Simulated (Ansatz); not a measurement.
Geometry optimisation, Ansatz 0.2.0, RKS B3LYP/6-31G*.

input.yaml

```yaml
crystal:
  periodic: [false, false, false]
  atoms:
    - { symbol: C, position_ang: [-0.09302, 1.89255, -1.01363] }
    - { symbol: C, position_ang: [-0.15527, 0.70479, -0.39335] }
    - { symbol: C, position_ang: [-0.53935, -0.37017, 0.12842] }
    - { symbol: C, position_ang: [0.11786, -1.5132, 0.81751] }
    - { symbol: H, position_ang: [0.01538, 1.97982, -2.09503] }
    - { symbol: H, position_ang: [-0.19523, 2.83545, -0.47497] }
    - { symbol: H, position_ang: [1.20717, -1.39692, 1.00425] }
    - { symbol: H, position_ang: [-0.00525, -2.43572, 0.23058] }
    - { symbol: H, position_ang: [-0.35227, -1.6966, 1.79622] }
total_charge: -1
basis:
  gaussian: { orbitals: "6-31G*" }
hamiltonian:
  xc: b3lyp
relax:
  f_tol: 0.02
  max_steps: 50
```

Launched with:

```bash
$ ansatz run input.yaml --threads 1 --pin off --max-ram 2048MiB --backend cpu --events-out ev --progress --plain --runs-dir out
```

Where does it end, and by what steps?

The forces met the threshold. Limits of this set-up: an anion without diffuse functions, the dipole of an ion depends on the origin. After 9 steps the energy has fallen by 0.126 eV; C3 moved furthest, 0.23 Å.

```
step  energy less start (eV)  largest force component (eV/Å)  accepted
   0                  0.0000                           1.425       yes
   1                 -0.0563                           0.869       yes
   2                 -0.0945                           0.346       yes
   3                 -0.0835                           0.476        no
   4                 -0.1207                           0.358       yes
   5                 -0.1221                           0.288       yes
   6                 -0.1213                           0.205        no
   7                 -0.1260                           0.059       yes
   8                 -0.1257                           0.047        no
   9                 -0.1262                           0.018       yes
```

```xyz
9
Properties=species:S:1:pos:R:3
C -0.081 1.854 -0.985
C -0.368 0.666 -0.408
C -0.756 -0.438 0.111
C 0.110 -1.466 0.788
H 0.175 1.942 -2.045
H -0.089 2.793 -0.426
H 1.196 -1.230 0.881
H 0.056 -2.441 0.269
H -0.242 -1.682 1.814
```

Whether the end is a true minimum wasn't checked by a vibrational analysis.

Time of the run: 23 s on 1 thread of Arm Neoverse V1 (shared host), peak memory 0.13 GiB.
